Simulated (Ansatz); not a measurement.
# SiH₄, singlet in cc-pVDZ: errors against full CI

Geometry: a PBE0/def2-TZVP stationary point for this spin, not checked as a minimum.

```xyz
5

Si    0.0000    0.0000    0.0000
H     0.8558    0.8587    0.8568
H    -0.8596   -0.8544    0.8574
H    -0.8547    0.8555   -0.8611
H     0.8584   -0.8599   -0.8531
```

Basis cc-pVDZ; Ansatz 0.2.0. Only valence electrons are correlated (noble-gas cores frozen), which leaves 8 electrons in 33 orbitals. R marks a restricted (for open shells ROHF) determinant. Active spaces: valence = (8e, 8o) chosen from the atoms' valence shells.

Full CI is exact within this basis and frozen core; it isn't the basis-set limit.

The UHF ⟨S²⟩ is 0.000, the T1 diagnostic (RCCSD) is 0.0102 and the largest doubles amplitude (RCCSD) is 0.033.

```
                   level  E − E(full CI) (kJ/mol)  share of correlation (%)     wall time
                     RHF                    395.1                      0.00             –
                    RMP2                     89.5                     77.34             –
                    CISD                     26.7                     93.25        0.65 s
                   RCCSD                      8.2                     97.94             –
                RCCSD(T)                      1.7                     99.56        0.42 s
                 BCCD(T)                      1.7                     99.57        0.37 s
                  RCCSDT                      0.2                     99.95             –
                  CISDTQ                      0.8                     99.80  3.5 s (H100)
               RCCSDT(Q)                      0.0                     99.99         1.5 s
                 RCCSDTQ                      0.0                    100.00  2.2 s (H100)
  CASSCF (valence space)                    249.4                     36.88             –
  NEVPT2 (valence space)                     82.1                     79.21         2.2 s
  MRCISD (valence space)                     12.0                     96.96             –
MRCISD+Q (valence space)                      1.1                     99.73         3.1 s
```

The correlation energy at full CI, counted from RHF, is -4.095 eV. That run took 13 s on 5 threads of AMD EPYC 7R13 with a whole H100 80 GB, shared host over 418,639,400 determinants.

Times hold each run's SCF and search for its determinant on a shared host, so for small cases they say little of a method's own cost; rows without a card ran on 1 thread of AMD EPYC 7R13.

The full-CI state has the irrep A1 of C2v, in the program's axes (one component, if the state is degenerate).

Natural occupations of full CI about the gap: 1.968 1.953 1.953 1.953 0.026 0.023 0.023 0.023 0.011 0.011; effectively unpaired electrons, Σ n²(2−n)², 0.04.

Atomization energy (electronic, same basis, no zero-point term; atoms at the same level, unrestricted beside the R rows where the molecule is a closed shell, with restricted open-shell steps beyond CCSDT(Q)) at full CI: 1262.2 kJ/mol. Errors of other levels:

```tsv
level	error (kJ/mol)
RHF	-223.3
RMP2	-35.7
CISD	-21.5
RCCSD	-4.4
RCCSD(T)	-0.6
BCCD(T)	-0.5
RCCSDT	-0.1
CISDTQ	-0.8
RCCSDT(Q)	0.0
RCCSDTQ	0.0
CASSCF (valence space)	-102.7
NEVPT2 (valence space)	-43.9
MRCISD (valence space)	-8.9
MRCISD+Q (valence space)	-5.4
```

This basis is far from its limit, so the value isn't to be set against a measured one. Truncated CI isn't size-consistent, which counts against it in atomization.
